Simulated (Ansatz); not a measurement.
Seven cases of atomisation energy with Al to Br (electronic energies, kcal/mol); geometries: B3LYP-D3(BJ)/def2-TZVP. The cases were drawn at random from those of this class that have a high level and all functionals, leaving out states under which another spin lies or may lie. Left out are anions, K, Ca, elements past Kr, ionisation of Li, Na and Mg, pi-pi* triplets of linear molecules and other triplets made from a closed-shell parent. Runs that doubt their state, and full CI more than 15 mEh from coupled cluster, are set aside; a case stays where another high level and all functionals remain. AFQMC serves as high level only in triple zeta or larger, with a steady walk, a bar under 0.8 kcal/mol and agreement with other high levels or trials where they ran; where none ran, an unstable determinant or (outside 3d species) a high T1 diagnostic also bars it, so strongly correlated cases are thinned. No case was kept or dropped by the size of a functional's miss. High levels with a bar over 0.5 kcal/mol are left out too, and the seventh case lies inside the range of the six. Affinities count positive where energy is released, gaps as the second state minus the first. PBE is by Ansatz (a quantum-chemistry and plane-wave program) in def2-TZVPD. High levels (Ansatz): P = CCSD(T)/CBS(cc-pV(Q+d)Z,cc-pV(5+d)Z) + [CCSDT(Q) - CCSD(T)]/cc-pV(5+d)Z + [CCSDTQ - CCSDT(Q)]/cc-pV(T+d)Z + core + X2C; Q = CCSD(T)/CBS(cc-pV(Q+d)Z,cc-pV(5+d)Z) + [CCSDT(Q) - CCSD(T)]/cc-pV(D+d)Z + core + X2C; R = CCSD(T)/CBS(cc-pV(Q+d)Z,cc-pV(5+d)Z) + [CCSDT(Q) - CCSD(T)]/cc-pV(Q+d)Z + [CCSDTQ - CCSDT(Q)]/cc-pV(D+d)Z + core + X2C; S = CCSD(T)/CBS(cc-pV(Q+d)Z,cc-pV(5+d)Z) + [CCSDT(Q) - CCSD(T)]/cc-pV(T+d)Z + core + X2C; T = CCSD(T)/CBS(cc-pV(T+d)Z,cc-pV(Q+d)Z) + [CCSDT(Q) - CCSD(T)]/cc-pV(D+d)Z + core + X2C; U = CCSD(T)/CBS(cc-pVQZ,cc-pV5Z) + [FCI - CCSD(T)]/cc-pV5Z; V = CCSD(T)/CBS(def2-TZVPP,def2-QZVPP) + [CCSDT(Q) - CCSD(T)]/def2-SVP. Open shells are spin-unrestricted; no spin-orbit coupling. Cores are frozen in correlated methods (noble-gas shells, and filled d and f shells in the p block). Rows without X2C or -DK are non-relativistic. CBS(X,Y): correlation extrapolated as X^-3, Hartree-Fock from the larger set (Q,5: extrapolated as (X+1)exp(-9√X)). A bracket is a step between two methods taken in the basis named. Functionals run without relativity, which enters their misses. '+ core + X2C': CCSD(T) terms for core correlation (cc-pwCVTZ, 1s frozen past Ne) and scalar relativity (cc-pVTZ-DK). Full CI freezes restricted core orbitals, also for open shells; the composite that ends in it estimates full CI at the basis-set limit. For partners of very few electrons the exact lower level stands in for a higher one. Spin-orbit terms, left out, reach several kcal/mol for Br and I, and more for heavier atoms.

| case | PBE | level | high level |
|---|---|---|---|
| Si2 (SMILES [Si]=[Si], triplet) | 81.8 | R | 76.7 |
| CH3S (SMILES C[S], doublet) | 389.0 | Q | 382.9 |
| GaH (SMILES [GaH]) | 66.7 | U | 68.8 |
| C2HClF2 (SMILES FC(F)=CCl) | 589.2 | T | 560.1 |
| H2S (sulfane, SMILES S) | 182.0 | P | 183.6 |
| CH6Si (SMILES C[SiH3]) | 621.5 | S | 628.3 |
| CHBrClF ((S)-bromo-chloro-fluoromethane, SMILES F[C@@H](Cl)Br) | 383.7 | V | withheld |

Problem. Fit a straight line from PBE to the high level over the first six rows by least squares, predict the seventh, and compare with the calculation.

Solution. Means: PBE 321.70, high level 316.73. Sxx = 308059, Sxy = 302367, slope 0.9815, intercept +0.98 kcal/mol; residual standard deviation 13.3 kcal/mol. Seventh row: 0.9815·(383.7) +0.98 = 377.6 kcal/mol. The calculation gave 365.5 kcal/mol: the line differs from it by +12.1, PBE itself by +18.2.
